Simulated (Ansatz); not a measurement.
**The cluster Al2As2: the relaxed shape and its frontier levels**

What does the cluster Al2As2 look like as a singlet, and where do its frontier electrons sit?

Computed with Ansatz 0.2.0, Gaussian basis. Level: RKS PBE0-D4/def2-TZVP.

Plan: relaxation at B3LYP-D4/def2-SVP; a single point at PBE0-D4/def2-TZVP; harmonic vibrations at B3LYP-D4/def2-SVP.

4 further runs of the same task are left out: 1 that didn't finish, 3 set aside as unsound or not needed. Runs told in other sessions of the task aren't counted.

### 1 The system as given

4 atoms, charge 0, spin multiplicity 1.

Atoms are counted from 1 here; the program's logs count them from 0.

Bond lengths: Al1–As3 2.393 Å, Al1–As4 2.391 Å, Al2–As3 2.392 Å, Al2–As4 2.393 Å. Angles: As3–Al1–As4 118.1°, As3–Al2–As4 118.0°, Al1–As3–Al2 61.9°, Al1–As4–Al2 62.0°.

The start is a GFN2-xTB geometry.

### 2 Relaxation at B3LYP-D4/def2-SVP

File in.yaml:

```yaml
crystal:
  periodic: [false, false, false]
  atoms:
    - {symbol: Al, position_ang: [-0.199540, -0.347060, 1.163880]}
    - {symbol: Al, position_ang: [0.199910, 0.346960, -1.164340]}
    - {symbol: As, position_ang: [-1.974680, 0.522940, -0.184160]}
    - {symbol: As, position_ang: [1.974300, -0.522840, 0.184620]}
basis:
  gaussian: {orbitals: def2-SVP}
hamiltonian: {xc: {name: B3LYP}, dispersion: d4}
scf: {lower_state_search: "off"}
output: {orbitals: {seedname: orbitals}}
relax: {f_tol: 0.02, max_steps: 100}
```

Started as:

```console
$ ansatz run in.yaml --threads 4 --pin off --events-out ev --progress --plain --max-ram 4787MiB
```

Further steps of the session: Single point, PBE0-D4/def2-TZVP; Vibrations by finite differences.

Q: Predict the results of all the runs planned. Wanted: point group; commonest bond; HOMO, LUMO at PBE0-D4/def2-TZVP; dipole at B3LYP-D4/def2-SVP; lowest, highest wavenumber.

The runs gave:

| quantity | value |
| --- | --- |
| point group | D2h |
| commonest bond | Al–As, 4 of mean length 2.403 Å |
| HOMO, LUMO at PBE0-D4/def2-TZVP | -5.50, -4.33 eV |
| dipole at B3LYP-D4/def2-SVP | 0.00 D |
| lowest, highest wavenumber | 107, 393 cm⁻¹ |

The molecule keeps its bonding pattern by the stored test; the atoms moved 0.04 Å (rms). All wavenumbers are real: a minimum at this level. Whether this spin is the lowest isn't tested here.
